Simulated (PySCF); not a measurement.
Geometry (Å), atoms numbered from 1 in this order:
```xyz
16

C     0.453   -1.375   -0.782
C     0.112   -0.446    0.102
C    -1.293   -0.263    0.609
C    -1.995    0.872   -0.138
O     0.944    0.484    0.655
C     2.286    0.498    0.240
H    -0.286   -2.061   -1.152
H     1.449   -1.499   -1.165
H    -1.850   -1.192    0.483
H    -1.249   -0.019    1.672
H    -1.440    1.799   -0.015
H    -2.058    0.644   -1.199
H    -3.001    1.015    0.249
H     2.762    1.312    0.784
H     2.788   -0.444    0.483
H     2.369    0.682   -0.836
```

- structure optimised with GFN2-xTB
- PBE0/pcSseg-1 with gauge-including orbitals
- code: PySCF 2.14.0 with density-fitted response routines
- rapidly exchanging positions averaged, no solvent model, a single conformation, non-relativistic Hamiltonian

Referencing at the same level of theory: ¹³C and ¹H against TMS; ¹⁷O vs H2O.

```
      atoms  nucleus  count  δ (ppm)
         C4      ¹³C      1     18.1
         O5      ¹⁷O      1    123.1
         C2      ¹³C      1        ?
         C1      ¹³C      1        ?
     H9/H10       ¹H      2     2.09
H14/H15/H16       ¹H      3        ?
         H8       ¹H      1     3.74
         C6      ¹³C      1     56.0
         C3      ¹³C      1     34.8
         H7       ¹H      1     4.04
H11/H12/H13       ¹H      3     1.16
```

Question: Fill in the missing shifts.

Answer: 
- C2: 176.2 ppm, alkene carbon bearing oxygen; an sp2 carbon further deshielded by the attached heteroatom
- C1: 81.9 ppm, β carbon of an enol-ether or enamine type C=C; the O or N lone pair pushes π density onto this β carbon and shields it
- H14/H15/H16: 3.69 ppm, hydrogen on a methyl carbon bonded to O; its carbon carries O, an electronegative neighbour

Shifts are as computed. Against solution values, carbons near 30 ppm lie about +3 ppm off and those near 130 ppm about +5 ppm. Of 1211 compounds with measured shifts, 218 miss one by over three times the rms of a fit or turn the order of signals round; such compounds aren't used in these exercises. Experimental scales use liquid or dissolved standards, which lie at an offset from isolated H2O (liquid H2O: subtract about 36 ppm).
